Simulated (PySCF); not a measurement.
A GIAO shielding run with PySCF (density fitting, non-relativistic, gas phase) on SMILES C[C@H]1[CH+]C=CC1, [C6H9]+:

```
{"job": {"kind": "nmr", "xc": "BHandHLYP", "basis": "pcSseg-1", "pop": false}, "charge": 1, "multiplicity": 1}
C      1.871872     0.108545    -0.282097
C      0.457579     0.203053     0.310051
C     -0.399199     1.228827    -0.302211
C     -1.647061     0.737953    -0.666481
C     -1.674038    -0.611317    -0.337195
C     -0.406876    -1.056062     0.245092
H      2.402947     1.065171    -0.184082
H      1.836483    -0.166832    -1.345921
H      2.446080    -0.655547     0.258983
H      0.573665     0.520098     1.371386
H     -0.077068     2.267187    -0.442771
H     -2.458713     1.307364    -1.121261
H     -2.537650    -1.269415    -0.486565
H     -0.572526    -1.564506     1.215005
H      0.035529    -1.850595    -0.390267
```

Hardware: 1 thread of an Arm Neoverse V1, shared host.

Problem. How large is the calculation?

Solution. 44 electrons, 147 basis functions and 756 auxiliary functions.

Problem. How long does it take?

Solution. 18 s of wall time, with 12 SCF cycles and 6 response iterations. Times on a shared host scatter by some tens of per cent.

Problem. And these other runs on the same molecule and hardware: GIAO shielding at B97-2/pcSseg-1; GIAO shielding at CAM-B3LYP/pcSseg-1; GIAO shielding at LC-wPBE/pcSseg-1; GIAO shielding at WP04/pcSseg-1; GIAO shielding at wB97X-D/pcSseg-1; GIAO shielding at PBE0/6-311+G(2d,p)?

Solution. B97-2/pcSseg-1: 147 functions, 18 s; CAM-B3LYP/pcSseg-1: 147 functions, 24 s; LC-wPBE/pcSseg-1: 147 functions, 28 s; WP04/pcSseg-1: 147 functions, 18 s; wB97X-D/pcSseg-1: 147 functions, 25 s; PBE0/6-311+G(2d,p): 216 functions, 23 s.
